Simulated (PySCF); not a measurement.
**LiN: energy against distance**

Set-up: PySCF, no relativity, basis sets Li cc-pVTZ, N cc-pVTZ. Energies in eV from Li + N in their ground configurations at the same level. State: ³Σ⁻ (triplet), unpaired electrons π ↑↑.

All columns are PBE0. A positive dipole means Li(−)N(+).

```json
{"R (Å)": "1.596", "E (eV)": "-1.267", "μ (D)": "-6.15", "Mulliken charge on Li (basis-dependent)": "0.27", "HOMO (eV)": "-4.49", "LUMO (eV)": "-1.20", "Mayer bond order": "1.30", "⟨S²⟩": "2.00"}
{"R (Å)": "1.670", "E (eV)": "-1.487", "μ (D)": "-6.30", "Mulliken charge on Li (basis-dependent)": "0.30", "HOMO (eV)": "-4.47", "LUMO (eV)": "-1.22", "Mayer bond order": "1.24", "⟨S²⟩": "2.00"}
{"R (Å)": "1.745", "E (eV)": "-1.610", "μ (D)": "-6.44", "Mulliken charge on Li (basis-dependent)": "0.32", "HOMO (eV)": "-4.44", "LUMO (eV)": "-1.24", "Mayer bond order": "1.19", "⟨S²⟩": "2.01"}
{"R (Å)": "1.800", "E (eV)": "-1.654", "μ (D)": "-6.54", "Mulliken charge on Li (basis-dependent)": "0.34", "HOMO (eV)": "-4.41", "LUMO (eV)": "-1.27", "Mayer bond order": "1.16", "⟨S²⟩": "2.01"}
{"R (Å)": "1.856", "E (eV)": "-1.667", "μ (D)": "-6.63", "Mulliken charge on Li (basis-dependent)": "0.36", "HOMO (eV)": "-4.38", "LUMO (eV)": "-1.29", "Mayer bond order": "1.12", "⟨S²⟩": "2.01"}
{"R (Å)": "1.912", "E (eV)": "-1.655", "μ (D)": "-6.71", "Mulliken charge on Li (basis-dependent)": "0.37", "HOMO (eV)": "-4.35", "LUMO (eV)": "-1.32", "Mayer bond order": "1.09", "⟨S²⟩": "2.01"}
{"R (Å)": "1.986", "E (eV)": "-1.610", "μ (D)": "-6.80", "Mulliken charge on Li (basis-dependent)": "0.39", "HOMO (eV)": "-4.29", "LUMO (eV)": "-1.40", "Mayer bond order": "1.05", "⟨S²⟩": "2.02"}
{"R (Å)": "2.079", "E (eV)": "-1.521", "μ (D)": "-6.86", "Mulliken charge on Li (basis-dependent)": "0.40", "HOMO (eV)": "-4.23", "LUMO (eV)": "-1.51", "Mayer bond order": "1.01", "⟨S²⟩": "2.03"}
{"R (Å)": "2.190", "E (eV)": "-1.385", "μ (D)": "-6.83", "Mulliken charge on Li (basis-dependent)": "0.41", "HOMO (eV)": "-4.16", "LUMO (eV)": "-1.64", "Mayer bond order": "0.97", "⟨S²⟩": "2.05"}
{"R (Å)": "2.339", "E (eV)": "-1.186", "μ (D)": "-6.47", "Mulliken charge on Li (basis-dependent)": "0.40", "HOMO (eV)": "-4.11", "LUMO (eV)": "-1.82", "Mayer bond order": "0.91", "⟨S²⟩": "2.12"}
```

A fit through these points gives, at Re = 1.855 Å, μ = -6.63 D and dμ/dR = -1.55 D/Å; the reduced mass is 4.674 u.

Question: How strong is the fundamental in the double-harmonic approximation, I = 42.26·(dμ/dR)²/μred km/mol?

Answer: I = 42.26·(-1.55)²/4.674 = 21.7 km/mol at PBE0.

⟨S²⟩ of the unrestricted solution departs from its pure value on part of the curve, where spin states mix. The state was picked by a PBE0 search and need not be the measured ground state.
